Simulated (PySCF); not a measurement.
Partial charges of carbon trimer

Species: carbon trimer, C3 (singlet state).
Structure used (GFN2-xTB), in Å, numbered top down from 1:
```xyz
3
C3 angstrom
C     -1.2409    0.4001   -0.0027
C      0.0064    0.0792   -0.0112
C      1.2459   -0.2699    0.0014
```

Density: PBE0/pcSseg-1 (PySCF); schemes: Mulliken, IAO, Hirshfeld and ESP-fitted. Geometry: GFN2-xTB; no solvent, vibrations or thermal averaging.

Q: Atoms with like bonding are taken together and averaged. At which atom do the 4 schemes differ most?

A: At C2: from -0.192 (IAO) to +0.620 e (ESP-fitted), 0.812 e apart.

Q: Which atoms carry the lowest charge in the Mulliken, IAO, Hirshfeld and ESP-fitted schemes?

A: The schemes don't all agree: Mulliken C2 (-0.109); IAO C2 (-0.192); Hirshfeld C2 (-0.097); ESP-fitted C1/C3 (-0.310).

Q: Which atoms carry the highest charge in the Mulliken, IAO, Hirshfeld and ESP-fitted schemes?

A: The schemes don't all agree: Mulliken C1/C3 (+0.054); IAO C1/C3 (+0.096); Hirshfeld C1/C3 (+0.049); ESP-fitted C2 (+0.620).

Q: What partial charge does each atom carry?

A: In e; atoms taken as equivalent share a row and are averaged (×n: the atom named and its like, n in all):

```
 atom                               environment  Mulliken     IAO  Hirshfeld  ESP-fitted
C1/C3                        carbon bonded to C    +0.054  +0.096     +0.049      -0.310
   C2  central carbon of cumulated double bonds    -0.109  -0.192     -0.097      +0.620
```

Mean size of the charges over all atoms: ESP-fitted 0.413 e, IAO 0.128 e, Mulliken 0.073 e, Hirshfeld 0.065 e. Each set sums to the total charge, 0, to within 0.001 e. The ESP scheme is a least-squares fit of atom-centred charges to the potential on four shells outside the van der Waals surface, with the total charge fixed.

Q: Sum the charges by element.

A: 
```csv
element,atoms,Mulliken,IAO,Hirshfeld,ESP-fitted
C,3,0.000,0.000,0.000,0.000
```

Q: How many electrons does the Hirshfeld scheme count on C2?

A: Z − q = 6 − (-0.097) = 6.097.
